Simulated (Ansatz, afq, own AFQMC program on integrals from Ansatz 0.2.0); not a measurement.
AlSiH, triplet in 6-31G, levels against full CI

```yaml
atoms:
  - { symbol: Si, position_ang: [0.0000, -0.4727, 2.4109] }
  - { symbol: Al, position_ang: [0.0000, -0.4082, -3.9718] }
  - { symbol: H, position_ang: [0.0000, 0.8809, 1.5609] }
```

Connectivity, by distances: SiH ··· Al.

Basis 6-31G. Only valence electrons are correlated. Integrals, coupled cluster, full CI and functionals: Ansatz 0.2.0; the random walks run on the same integrals in our own AFQMC program. ph-AFQMC/CISD is guided by a CISD state made of CCSD amplitudes; releasing the constraint for a short imaginary time cuts its bias at the price of noise, slowly where states lie close. Uncertainties: one standard error, sampling alone.

Determinant: ROHF, the one that the program's search chose, which needn't be the lowest solution. The geometry is a point of a scan.

Full CI on the same integrals is exact in this basis and with this determinant's frozen core.

Cautions: lower spins were not checked.

The T1 diagnostic is 0.0135 and the weight of the determinant in the CISD state is 0.905. The size of the correlated space is 8 electrons in 18 orbitals.

Reference: full CI, correlation energy -2.091 eV. The released energy is read at 2.40 1/Eh (meV from the phaseless value at times in 1/Eh: -0.1 ± 1.0 at 0.24, -0.4 ± 0.8 at 0.51, -1.7 ± 0.8 at 0.99, -3.5 ± 0.7 at 1.62, -4.5 ± 0.9 at 2.40).

```tsv
level	E − E(reference) (mEh)	share of correlation (%)
HF	76.83	0.00
MP2	28.80	62.52
CCSD	0.78	98.98
CCSD(T)	0.33	99.57
CCSDT	0.11	99.86
CCSDT(Q)	0.07	99.91
ph-AFQMC/CISD	0.29 ± 0.05	99.63
released AFQMC	0.12 ± 0.03	99.84
```

CCSDT and higher add their correlation energy to the determinant of the CCSD(T) run, since their own runs factorise the integrals more tightly (a shift of under 2 meV). A walk keeps the symmetry of its determinant, which the program's search chose and which needn't be the lowest solution, so a lower state of the same spin and another symmetry isn't excluded. Released energies are given only where the last usable release times agree within the noise; a slower fall can still hide under it.
